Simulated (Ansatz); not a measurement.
Predict the output of the script below (Ansatz 0.2.0 through its Python package).

`run_ts.py`:
```python
# -*- coding: utf-8 -*-
"""Saddle point for pyramidal inversion in H4P2."""

import itertools

import ansatz as az
from ase.data import atomic_numbers, covalent_radii
import numpy as np

geometry = (
    az.Crystal.molecule()
    .atom("P", [0.35644, -1.01304, -0.08002])
    .atom("P", [-0.35601, 1.0131, 0.0752])
    .atom("H", [-0.48563, -1.48526, 0.92761])
    .atom("H", [-0.56046, -1.35907, -1.07356])
    .atom("H", [0.4921, 1.48831, -0.92596])
    .atom("H", [0.55355, 1.35596, 1.07674])
)

base = geometry.calculation()
base = base.basis(gaussian="6-31G*")
base = base.functional("b3lyp")
base = base.scf(lower_state_search="standard")
symbols = [site.symbol for site in geometry.cartesian_sites]
start = np.array([site.position_ang for site in geometry.cartesian_sites], dtype=float)
r = base.relax(force_tolerance=0.005).run().report
end = np.array(r["positions_ang"])

# start with the apex atom pushed most of the way into the plane of its neighbours
a, b, d = end[[1, 2, 3]]
normal = np.cross(b - a, d - a)
normal /= np.linalg.norm(normal)
flat = end.copy()
flat[0] -= 0.8 * ((end[0] - a) @ normal) * normal
guess = np.zeros_like(flat)
guess[0] = normal
near = az.Crystal.molecule()
for symbol, place in zip(symbols, flat):
    near = near.atom(symbol, place.tolist())
search = (
    near.calculation()
    .basis(gaussian="6-31G*")
    .functional("b3lyp")
    .scf(lower_state_search="standard")
    .saddle(mode_guess=guess.tolist(), force_tolerance=0.01, max_steps=40)
)
steps = []
top = search.session().plan().execute(on_event=lambda e: steps.append(e["data"]) if e["event"] == "saddle_step" else None).report
for s in steps:
    print(f"step {s['step']:2d}  E = {s['lagrangian_ev']:.5f} eV  force {s['allowed_force_max_ev_ang']:.4f} eV/A  curvature {s['curvature_ev_ang2']:.3f} eV/A^2")
print(f"minimum {r['free_energy_ev']:.5f} eV, saddle {top['free_energy_ev']:.5f} eV")
print(f"electronic barrier {(top['free_energy_ev'] - r['free_energy_ev']):.2f} eV")
saddle = np.array(top["positions_ang"])
# pairs closer than 1.2 times the sum of covalent radii, before or after
radius = [covalent_radii[atomic_numbers[s]] for s in symbols]
span = lambda where, i, j: np.linalg.norm(where[i] - where[j])
bonded = [(i, j) for i, j in itertools.combinations(range(len(symbols)), 2) if min(span(end, i, j), span(saddle, i, j)) < 1.2 * (radius[i] + radius[j])]
print("pair        before    after (A)")
for i, j in bonded:
    print(f"{symbols[i]}{i}-{symbols[j]}{j}".ljust(10), f"{span(end, i, j):8.4f} {span(saddle, i, j):8.4f}")
```

Running `python run_ts.py` prints:
```text
step  1  E = -18638.29812 eV  force 10.1212 eV/A  curvature -40.811 eV/A^2
step  2  E = -18640.06133 eV  force 4.3738 eV/A  curvature -25.551 eV/A^2
step  3  E = -18640.74887 eV  force 1.6862 eV/A  curvature -13.036 eV/A^2
step  4  E = -18640.75863 eV  force 0.5307 eV/A  curvature -14.398 eV/A^2
step  5  E = -18640.77784 eV  force 0.2019 eV/A  curvature -14.230 eV/A^2
step  6  E = -18640.78069 eV  force 0.0786 eV/A  curvature -13.938 eV/A^2
step  7  E = -18640.78119 eV  force 0.0154 eV/A  curvature -13.801 eV/A^2
step  8  E = -18640.78131 eV  force 0.0108 eV/A  curvature -13.775 eV/A^2
step  9  E = -18640.78191 eV  force 0.0534 eV/A  curvature -13.713 eV/A^2
step 10  E = -18640.76222 eV  force 0.8388 eV/A  curvature -12.343 eV/A^2
step 11  E = -18640.78295 eV  force 0.0855 eV/A  curvature -13.688 eV/A^2
step 12  E = -18640.78436 eV  force 0.1189 eV/A  curvature -13.640 eV/A^2
step 13  E = -18640.79444 eV  force 0.3403 eV/A  curvature -13.179 eV/A^2
step 14  E = -18640.74508 eV  force 1.1923 eV/A  curvature -11.556 eV/A^2
step 15  E = -18640.88185 eV  force 0.5683 eV/A  curvature -12.352 eV/A^2
step 16  E = -18640.94530 eV  force 0.3550 eV/A  curvature -13.130 eV/A^2
step 17  E = -18641.01109 eV  force 0.2296 eV/A  curvature -12.595 eV/A^2
step 18  E = -18641.07110 eV  force 1.1200 eV/A  curvature -10.758 eV/A^2
step 19  E = -18641.10815 eV  force 0.5150 eV/A  curvature -11.069 eV/A^2
step 20  E = -18641.14831 eV  force 0.3299 eV/A  curvature -10.737 eV/A^2
step 21  E = -18641.16291 eV  force 0.3528 eV/A  curvature -11.276 eV/A^2
step 22  E = -18641.16400 eV  force 0.4638 eV/A  curvature -10.443 eV/A^2
step 23  E = -18641.17648 eV  force 0.0908 eV/A  curvature -11.025 eV/A^2
step 24  E = -18641.17858 eV  force 0.0401 eV/A  curvature -11.033 eV/A^2
step 25  E = -18641.17979 eV  force 0.0269 eV/A  curvature -11.064 eV/A^2
step 26  E = -18641.17983 eV  force 0.0359 eV/A  curvature -11.103 eV/A^2
step 27  E = -18641.17998 eV  force 0.0027 eV/A  curvature -11.110 eV/A^2
minimum -18642.38281 eV, saddle -18641.18019 eV
electronic barrier 1.20 eV
pair        before    after (A)
P0-P1        2.2674   2.1307
P0-H2        1.4261   1.3970
P0-H3        1.4261   1.3908
P1-H4        1.4261   1.4239
P1-H5        1.4261   1.4239
```

What to keep in mind:
- These settings explore the input space; basis and method may be short of convergence.
- The energies are electronic: no zero-point or thermal terms, and the basis set is short of its limit. No separate frequency run checks the order of the saddle point.
- b3lyp holds the VWN-RPA fit, as in Gaussian; the form of ORCA and Turbomole is b3lyp5.
- Hardware and time: 86 s on 1 thread of AMD EPYC 7B13 (Zen 3), on a shared host, peak memory 0.18 GiB.
